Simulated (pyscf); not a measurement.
Thermochemistry of product channels of H₂B–NH₂ on the singlet surface, in kcal/mol, from ωB97M-D3(BJ)/def2-TZVP energies (ideal gas, 1 atm, RRHO with modes under 100 cm⁻¹ raised to 100, one conformer, R ln 2 for rigid chiral ones). PySCF, gas phase, ωB97X-D3(BJ)/def2-SVP geometries.

```tsv
products	ΔE	ΔH(298 K)	ΔG(298 K)	ΔG(600 K)
B–NH₂ [singlet] + H₂	+77.1	+71.2	+62.3	+52.7
BH [singlet] + NH₃	+121.7	+118.5	+108.8	+98.7
HB=NH + H₂	+38.8	+33.0	+25.2	+16.6
```

These are energies of the channels, which say nothing of barriers.
